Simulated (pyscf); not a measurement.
Elementary routes open to GeH₄ + HC≡CH in the gas phase (singlet surface):
A. H₂C=CH–GeH₃ (Ge–H broken; C–Ge, C–H formed)
B. HC≡C–GeH₃ + H₂ (Ge–H, C–H broken; C–Ge, H–H formed)

Single points on ωB97X-D3(BJ)/def2-SVP structures (PySCF, gas phase).

**Question.** Rank the routes by free-energy barrier at 1200 K, lowest first, for ωB97M-D3(BJ)/def2-TZVP energies (ideal gas, 1 atm, RRHO with modes under 100 cm⁻¹ raised to 100, one conformer, R ln 2 for chiral ones without a mode under 150 cm⁻¹).

**Answer.** A (85.6 kcal/mol), B (102.5 kcal/mol)

Route A is the fastest of these, ahead of the next by 16.9 kcal/mol. The most stable products are those of A (ΔG = -4.0 kcal/mol), so kinetics and thermodynamics agree. At 298 K A is still the fastest. Only these routes are compared; each barrier is that of the saddle found, and lower ones may exist. Elements up to Kr have no core potential and no relativistic terms here.
